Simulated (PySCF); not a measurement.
TDDFT excited states: C3H8

Species: propane, C3H8.
Cartesian coordinates in Å at the GFN2-xTB level; atoms count from 1:
```xyz
11
C3H8 angstrom
C     -1.254    0.255   -0.072
C     -0.003   -0.477    0.399
C      1.257    0.102   -0.233
H     -2.144   -0.168    0.388
H     -1.200    1.309    0.192
H     -1.356    0.178   -1.152
H      0.072   -0.405    1.486
H     -0.084   -1.535    0.142
H      1.211    0.023   -1.317
H      2.140   -0.431    0.113
H      1.366    1.153    0.028
```

The calculation used TDDFT PBE0/def2-SVPD, vertical, gas phase, core orbitals frozen in the response in PySCF 2.14.0, density-fitted response routines.

Q: List the vertical singlet excitations with oscillator strengths and describe the spectrum.

A: 

```tsv
state	E (eV)	ν̃ (cm⁻¹)	f	|μ| (D)	symmetry	main configurations (H = HOMO, L = LUMO)
S1	8.79	70930	0.0027	0.28	B1 or B2	H→L (98%)
S2	9.06	73040	0.043	1.12	B1 or B2	H-1→L (99%)
S3	9.12	73580	0.0053	0.39	A1	H-2→L (97%)
S4	9.68	78110	0.0000	0.01	–	H→L+1 (93%)
S5	9.85	79410	0.120	1.79	B1 or B2	H→L+2 (98%)
S6	9.93	80060	0.018	0.69	B1 or B2	H-2→L+1 (94%)
S7	9.96	80310	0.0056	0.38	A1	H-1→L+1 (96%)
S8	10.09	81380	0.126	1.82	A1	H-2→L+2 (94%)
```

Triplets, Tamm–Dancoff:

| state | E (eV) | λ (nm) | main configurations (H = HOMO, L = LUMO) |
| --- | --- | --- | --- |
| T1 | 8.53 | 145.4 | H→L (94%) |
| T2 | 8.79 | 141.1 | H-2→L (94%) |
| T3 | 8.82 | 140.5 | H-1→L (96%) |

The lowest singlet lies at 8.79 eV (141 nm, vacuum ultraviolet) and is very weak; its leading configuration is HOMO→LUMO (98%). The most intense listed level is S8 at 10.09 eV (123 nm, f = 0.126), 1.30 eV above S1. It is the last of those listed, so stronger ones may follow. Löwdin shares by element: HOMO carbon 54%, hydrogen 12% or more (atoms not listed hold the other 34%); LUMO carbon 54%, hydrogen 6% or more (atoms not listed hold the other 40%). Orbital energies (eV): HOMO-3 -10.70, HOMO-2 -9.46, HOMO-1 -9.44, HOMO -9.21, LUMO 0.88, LUMO+1 1.67, LUMO+2 1.86. The listed states span 1.30 eV, and the widest gap between neighbours is 0.56 eV (S3 to S4). The oscillator strengths of these states sum to 0.321; summed over the whole spectrum of an exact calculation they would give the number of electrons, 26 (Thomas–Reiche–Kuhn). Symmetry labels in C2v follow from the direction of the transition dipole and are given only for states with f of 0.002 or more; B1 and B2 swap with the choice of axes. Singlets were solved by full linear response, triplets in the Tamm–Dancoff approximation.
